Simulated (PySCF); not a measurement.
## A thermochemical cycle for BN

PBE in PySCF with def2-TZVPPD on every atom, for the lowest determinant that a PBE0 search found; no spin–orbit coupling. BN, a triplet (σ ↑, π ↑), has De = 5.31 eV to neutral atoms, and BN⁺, a quartet (σ ↑, π ↑↑), has De = 2.55 eV to B⁺ + N.

The adiabatic ionisation energy of BN, between the minima, is 11.42 eV.

Problem. Which ionisation energy of the B atom does this level give?

Solution. IE(B) = IE(molecule) + De(ion) − De(neutral) = 11.42 + 2.55 − 5.31 = 8.66 eV; the measured value is 8.298 eV (NIST ASD).

For an ion De counts to the pair picked by the measured ionisation energies or electron affinities, which need not be the lowest pair at this level. States were picked by a PBE0 search and need not be the measured ground states.
